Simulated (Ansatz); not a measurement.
Total energies of `C=CC(=C)O`.

```xyz
11

C    -1.2305    0.5928   -1.1810
C    -0.0163    0.4747   -0.6483
C     0.3223   -0.3125    0.5304
C     1.5879   -0.5083    0.9084
O    -0.6877   -0.8805    1.2361
H    -1.4011    1.2090   -2.0543
H    -2.1006    0.0693   -0.7954
H     0.8201    0.9954   -1.1030
H     2.3954   -0.0914    0.3240
H     1.8253   -1.0974    1.7838
H    -1.5148   -0.4513    0.9993
```

Total charge 0; spin multiplicity 1. All single points use the PBE0-D4/def2-TZVP geometry. It is one conformer, not always the lowest. Basis def2-TZVPP, Ansatz.

RPA on PBE orbitals: Hartree–Fock energy of these orbitals -229.82384 Eh, correlation -1.42302 Eh (frozen core).

```
             functional  energy without D4 (Eh)  D4 term (kJ/mol)
            LDA (SPW92)              -229.31196                 –
                    PBE              -231.01888             -19.2
                 revPBE              -231.24007             -67.7
                   BLYP              -231.22598             -43.4
                 r2SCAN              -231.17481              -4.8
                 B97M-V              -231.29132                 –
                   PBE0              -231.03403             -16.0
                  B3LYP              -231.31668             -30.6
                r2SCANh              -231.16234              -5.0
                r2SCAN0              -231.14477              -5.5
HSE06 (plane-wave form)              -231.02160             -14.7
                  BHLYP              -231.17048             -21.0
              CAM-B3LYP              -231.19349             -15.9
                LC-ωPBE              -231.14835                 –
                ωB97X-V              -231.23191                 –
                ωB97M-V              -231.20887                 –
                 B2PLYP              -231.11546                 –
               PBE-QIDH              -230.99546                 –
```

B3LYP takes the VWN-RPA correlation (the form of Gaussian; ORCA's B3LYP/G). HSE06 is the plane-wave form, built on full-range PBE exchange. The double hybrids freeze the cores in their second-order part.

LC-ωPBE has ω = 0.4 bohr⁻¹.
